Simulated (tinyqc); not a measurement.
CIS on RHF in the sto-6g basis, for OH-, spin multiplicity 1, step by step. The basis has no diffuse functions, so it cannot describe the extra electron: this is an exercise in the method, not the real anion. One step of it, computed by the program tinyqc.

Task: CIS matrix, triplets. A(ia,jb) = (e_a - e_i) d_ij d_ab - (ij|ab).

orbital energies (hartree): MO1 -19.764368, MO2 -0.594928, MO3 0.079266, MO4 0.179322, MO5 0.179322, MO6 0.965731

Two-electron integrals over orbitals (pq|rs), unique and non-zero (hartree):
```
(11|11) 4.763624    (21|11) -0.464347   (21|21) 0.072569    (22|11) 1.078065
(22|21) -0.020236   (22|22) 0.748437    (31|11) 0.138411    (31|21) -0.021735
(31|22) 0.006843    (31|31) 0.013289    (32|11) -0.175183   (32|21) 0.006254
(32|22) -0.069329   (32|31) 0.009017    (32|32) 0.112494    (33|11) 0.660696
(33|21) -0.005171   (33|22) 0.552050    (33|31) -0.000325   (33|32) 0.026520
(33|33) 0.614694    (41|41) 0.026657    (42|41) 0.034595    (42|42) 0.161254
(43|41) -0.009373   (43|42) -0.038326   (43|43) 0.026624    (44|11) 1.117095
(44|21) -0.012504   (44|22) 0.777197    (44|31) 0.003596    (44|32) -0.094219
(44|33) 0.532117    (44|44) 0.880663    (51|51) 0.026657    (52|51) 0.034595
(52|52) 0.161254    (53|51) -0.009373   (53|52) -0.038326   (53|53) 0.026624
(54|54) 0.047461    (55|11) 1.117095    (55|21) -0.012504   (55|22) 0.777197
(55|31) 0.003596    (55|32) -0.094219   (55|33) 0.532117    (55|44) 0.785741
(55|55) 0.880663    (61|11) -0.108638   (61|21) 0.017188    (61|22) -0.003382
(61|31) 0.007002    (61|32) 0.020322    (61|33) -0.004310   (61|44) -0.002818
(61|55) -0.002818   (61|61) 0.025875    (62|11) 0.142379    (62|21) -0.004533
(62|22) 0.073012    (62|31) 0.015931    (62|32) 0.056418    (62|33) 0.002478
(62|44) 0.077211    (62|55) 0.077211    (62|61) 0.024226    (62|62) 0.112665
(63|11) 0.311447    (63|21) -0.004295   (63|22) 0.165036    (63|31) -0.002484
(63|32) -0.103499   (63|33) -0.021542   (63|44) 0.183285    (63|55) 0.183285
(63|61) -0.007942   (63|62) 0.017224    (63|63) 0.186650    (64|41) 0.007017
(64|42) 0.028652    (64|43) 0.015367    (64|64) 0.037818    (65|51) 0.007017
(65|52) 0.028652    (65|53) 0.015367    (65|65) 0.037818    (66|11) 0.944758
(66|21) -0.011173   (66|22) 0.676211    (66|31) 0.009493    (66|32) -0.000217
(66|33) 0.604582    (66|44) 0.670052    (66|55) 0.670052    (66|61) 0.008359
(66|62) 0.075849    (66|63) 0.080985    (66|66) 0.706430
```

Give: CIS matrix A, triplet.

Result:

CIS matrix A, triplet (hartree):
```
         1>6     2>6      3>6     4>6     5>6
1>6  19.7853  0.0112  -0.0095  0.0000  0.0000
2>6   0.0112  0.8844   0.0002  0.0000  0.0000
3>6  -0.0095  0.0002   0.2819  0.0000  0.0000
4>6   0.0000  0.0000   0.0000  0.1164  0.0000
5>6   0.0000  0.0000   0.0000  0.0000  0.1164
```
